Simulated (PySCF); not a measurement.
# Atomic charges against the basis set

C4H6F2.
Geometry (PBE0-D3(BJ)/def2-SVP, Å), atoms numbered from 1 in this order:
```xyz
12
C4H6F2 angstrom
F      1.3807    1.0194   -1.0672
C      1.3557    0.5406    0.2149
C      0.0475   -0.1553    0.4745
F      0.0266   -0.6275    1.7529
C     -1.2308    0.3411   -0.0960
C     -0.6304   -0.9652   -0.5688
H      2.1912   -0.1667    0.3550
H      1.4797    1.3807    0.9198
H     -1.1923    1.2027   -0.7671
H     -2.1053    0.2865    0.5570
H     -0.1802   -0.9996   -1.5641
H     -1.1054   -1.8900   -0.2326
```

PBE0 throughout (PySCF), one geometry, spherical d and f functions. One conformer (not necessarily the lowest) at the PBE0-D3(BJ)/def2-SVP geometry, without solvent, vibrations or thermal averaging. Atoms taken as equivalent share a column and are averaged. The first 7 of 8 kinds of atom are listed.

Mulliken charges (e):

```csv
basis,functions,F1,C2,C3,F4,C5/C6,H7/H8,H9/H11
STO-3G,36,-0.110,-0.045,+0.090,-0.104,-0.190,+0.083,+0.095
6-31G,66,-0.338,0.000,+0.232,-0.329,-0.364,+0.179,+0.200
pcSseg-0,66,-0.385,+0.034,+0.023,-0.357,-0.435,+0.242,+0.265
6-31G*,96,-0.335,+0.002,+0.368,-0.341,-0.421,+0.169,+0.202
cc-pVDZ,114,-0.233,+0.252,-0.017,-0.213,-0.065,+0.047,+0.062
def2-SVP,114,-0.271,+0.320,-0.002,-0.244,-0.099,+0.044,+0.075
aug-cc-pVDZ,192,-0.452,+0.870,+0.667,-0.620,+0.761,-0.128,-0.452
"6-311+G(2d,p)",198,-0.257,-0.167,+0.407,-0.347,-0.244,+0.155,+0.135
def2-TZVP,222,-0.227,+0.015,+0.247,-0.213,-0.290,+0.106,+0.137
cc-pVTZ,264,-0.221,+0.105,+0.226,-0.207,-0.254,+0.070,+0.116
IGLO-III,270,-0.274,-0.023,+0.424,-0.293,-0.290,+0.122,+0.121
```

IAO charges (e):

```csv
basis,functions,F1,C2,C3,F4,C5/C6,H7/H8,H9/H11
STO-3G,36,-0.137,-0.111,+0.120,-0.123,-0.293,+0.129,+0.144
6-31G,66,-0.301,-0.007,+0.260,-0.291,-0.320,+0.155,+0.167
pcSseg-0,66,-0.295,-0.002,+0.241,-0.277,-0.319,+0.152,+0.166
6-31G*,96,-0.310,+0.031,+0.288,-0.300,-0.312,+0.140,+0.158
cc-pVDZ,114,-0.311,+0.029,+0.290,-0.301,-0.316,+0.142,+0.159
def2-SVP,114,-0.313,+0.035,+0.288,-0.302,-0.306,+0.140,+0.155
aug-cc-pVDZ,192,-0.324,+0.029,+0.293,-0.314,-0.322,+0.149,+0.165
"6-311+G(2d,p)",198,-0.325,+0.028,+0.292,-0.314,-0.322,+0.150,+0.165
def2-TZVP,222,-0.324,+0.031,+0.295,-0.313,-0.323,+0.148,+0.165
cc-pVTZ,264,-0.322,+0.030,+0.295,-0.311,-0.324,+0.147,+0.165
IGLO-III,270,-0.325,+0.029,+0.294,-0.314,-0.323,+0.150,+0.165
```

Hirshfeld charges (e):

| basis | functions | F1 | C2 | C3 | F4 | C5/C6 | H7/H8 | H9/H11 |
| --- | --- | --- | --- | --- | --- | --- | --- | --- |
| STO-3G | 36 | -0.078 | +0.060 | +0.068 | -0.073 | -0.061 | +0.014 | +0.029 |
| 6-31G | 66 | -0.116 | +0.035 | +0.080 | -0.119 | -0.092 | +0.048 | +0.051 |
| pcSseg-0 | 66 | -0.107 | +0.029 | +0.087 | -0.112 | -0.091 | +0.045 | +0.048 |
| 6-31G* | 96 | -0.105 | +0.032 | +0.076 | -0.109 | -0.092 | +0.044 | +0.049 |
| cc-pVDZ | 114 | -0.089 | +0.019 | +0.073 | -0.093 | -0.098 | +0.044 | +0.048 |
| def2-SVP | 114 | -0.096 | +0.021 | +0.080 | -0.101 | -0.099 | +0.046 | +0.049 |
| aug-cc-pVDZ | 192 | -0.098 | +0.015 | +0.066 | -0.102 | -0.106 | +0.051 | +0.055 |
| 6-311+G(2d,p) | 198 | -0.102 | +0.020 | +0.063 | -0.106 | -0.101 | +0.051 | +0.054 |
| def2-TZVP | 222 | -0.099 | +0.017 | +0.068 | -0.103 | -0.102 | +0.050 | +0.054 |
| cc-pVTZ | 264 | -0.095 | +0.015 | +0.070 | -0.099 | -0.103 | +0.048 | +0.052 |
| IGLO-III | 270 | -0.098 | +0.015 | +0.067 | -0.102 | -0.105 | +0.051 | +0.055 |

Task: Which scheme is steadiest as the basis changes?

Result: Largest range over the bases for any column: Hirshfeld 0.05 e, IAO 0.19 e, Mulliken 1.20 e. Hirshfeld charges move least and Mulliken charges most, counted in e. Without the minimal STO-3G basis the ranges are Hirshfeld 0.03, IAO 0.05, Mulliken 1.20 e.

Task: How much do the charges still move between the two largest bases, cc-pVTZ and IGLO-III?

Result: At most, over all atoms: Mulliken 0.198 e, IAO 0.004 e, Hirshfeld 0.003 e.

Task: What do the same runs give for the total energy, the frontier levels and the dipole moment?

Result: 
| basis | energy (Eh) | HOMO (eV) | LUMO (eV) | μ (D) |
| --- | --- | --- | --- | --- |
| STO-3G | -350.5552 | -4.97 | 7.36 | 0.05 |
| 6-31G | -355.2098 | -8.03 | 2.18 | 0.20 |
| pcSseg-0 | -354.4735 | -8.30 | 1.96 | 0.10 |
| 6-31G* | -355.2917 | -7.80 | 2.31 | 0.16 |
| cc-pVDZ | -355.3195 | -7.93 | 1.95 | 0.12 |
| def2-SVP | -355.0380 | -8.05 | 1.90 | 0.13 |
| aug-cc-pVDZ | -355.3491 | -8.12 | 0.09 | 0.30 |
| 6-311+G(2d,p) | -355.4137 | -8.17 | 0.49 | 0.30 |
| def2-TZVP | -355.4475 | -8.11 | 1.48 | 0.25 |
| cc-pVTZ | -355.4321 | -8.07 | 1.51 | 0.22 |
| IGLO-III | -355.4545 | -8.14 | 1.01 | 0.29 |

The dipole is fixed by the density alone, so its range of 0.25 D shows that the density itself changes with the basis, not only its division among atoms.
